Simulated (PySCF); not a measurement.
Stepwise substitution at one centre (Si Cl-OH). All species are isolated molecules in the gas phase. One relaxed conformer stands for each flexible species; it need not be the lowest. Strings in code marks are SMILES.

Calculation: PBE-D3(BJ)/def2-TZVP (PySCF 2.14.0). All candidates: neutral, multiplicity 1. Excitations are Tamm–Dancoff values on a coarser integration grid. The basis has no diffuse functions, so Rydberg states are missing or too high.

```
Property               Result
-------------------  --------
S1 excitation (TDA)   6.43 eV
LUMO                 -1.82 eV
HOMO                 -8.11 eV
```

Task: Which member has these values?
(A) `Cl[Si](Cl)(Cl)Cl`
(B) `O[Si](O)(O)O`
(C) `O[Si](O)(Cl)Cl` (H–O–Si–Cl torsion -76°, Cl–Si–O–H torsion -174°)
(D) `O[Si](O)(O)Cl`

Result: A, `Cl[Si](Cl)(Cl)Cl`. The others give `O[Si](O)(Cl)Cl` (H–O–Si–Cl torsion -76°, Cl–Si–O–H torsion -174°): 6.93 eV, -0.87 eV, -7.69 eV; `O[Si](O)(O)Cl`: 7.04 eV, -0.65 eV, -7.62 eV; `O[Si](O)(O)O`: 6.90 eV, -0.54 eV, -7.35 eV
